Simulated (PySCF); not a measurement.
## Basis-set dependence of excited states

Species: 2-methyl-1-butene, C5H10.
SMILES: `C=C(C)CC`

TDDFT with PBE0 (PySCF), vertical singlets, core orbitals frozen in the response, spherical d and f functions. One conformer (not necessarily the lowest) at the PBE0-D3(BJ)/def2-SVP geometry, without solvent, vibrations or thermal averaging.

```
      basis  functions  diffuse  S1 (eV)  S2 (eV)  S3 (eV)  S4 (eV)  S5 (eV)  LUMO (eV)  α (au)
     6-31G*         90       no     7.62     8.23     8.32     8.73     9.18       0.99    53.1
    6-31+G*        110      yes     6.38     6.73     7.00     7.08     7.44       0.25    60.3
   def2-SVP        120       no     7.39     7.71     8.09     8.48     8.56       0.69    55.8
  def2-SVPD        180      yes     6.65     7.13     7.53     7.64     7.94       0.39    63.9
aug-cc-pVDZ        205      yes     6.00     6.49     6.59     6.64     7.10      -0.09    65.7
  def2-TZVP        215       no     6.99     7.24     7.92     8.04     8.16       0.45    62.6
 def2-TZVPD        275      yes     6.29     6.86     7.05     7.14     7.50       0.22    65.3
```

Q: Compare the sets with the largest diffuse one.

A: States are compared by their number. Against the largest diffuse basis here (def2-TZVPD, itself not a converged limit), sets without diffuse functions differ by up to 1.33 eV in S1 and 1.68 eV in S5; the smaller diffuse sets differ by up to 0.36 and 0.44 eV. State by state, the largest deviation of a set without diffuse functions is S1 1.33, S2 1.38, S3 1.27, S4 1.59, S5 1.68 eV. The same number needn't mean the same state in each row. Against def2-TZVPD the polarisability deviates by -19% in 6-31G*, -8% in 6-31+G*, -15% in def2-SVP, -2% in def2-SVPD, +1% in aug-cc-pVDZ, -4% in def2-TZVP. A single + in a Pople set puts diffuse functions on heavy atoms only.
